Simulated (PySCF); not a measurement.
DMSO cation (C2H6OS), SMILES CS(C)=O (connectivity only; charge and spin as stated), charge +1, multiplicity 2.

The structure is a stationary point at B3LYP-D3(BJ)/def2-SVP. The spin state was assumed, not searched.

Level of theory: B3LYP-D3(BJ)/def2-SVP run with PySCF 2.14.0.

Frequencies are harmonic and unscaled.

```tsv
mode	ν (cm⁻¹)	IR (km/mol)	moving atoms (share of kinetic energy)
1	143	0.0	H 98 %
2	171	0.7	H 94 %
3	246	0.2	C 48 %, H 34 %, S 14 %
4	274	8.2	S 41 %, O 28 %, H 17 %, C 14 %
5	321	14.9	O 50 %, C 21 %, H 16 %, S 12 %
6	601	0.2	C 68 %, S 15 %, H 13 %
7	681	1.1	C 52 %, S 35 %, H 13 %
8	896	1.4	H 84 %, C 14 %
9	933	3.4	H 57 %, S 16 %, O 15 %, C 11 %
10	943	7.4	H 76 %, C 18 %
11	992	1.5	H 52 %, O 30 %, C 15 %
12	1072	27.1	H 43 %, O 22 %, S 22 %, C 13 %
13	1296	0.0	H 87 %, C 13 %
14	1326	2.2	H 87 %, C 13 %
15	1397	16.2	H 96 %
16	1406	5.3	H 96 %
17	1411	17.8	H 96 %
18	1422	54.8	H 96 %
19	3040	30.7	H 98 %
20	3043	7.9	H 98 %
21	3174	0.5	H 90 %, C 10 %
22	3176	31.9	H 90 %, C 10 %
23	3180	21.1	H 90 %, C 10 %
24	3181	34.2	H 90 %, C 10 %
```
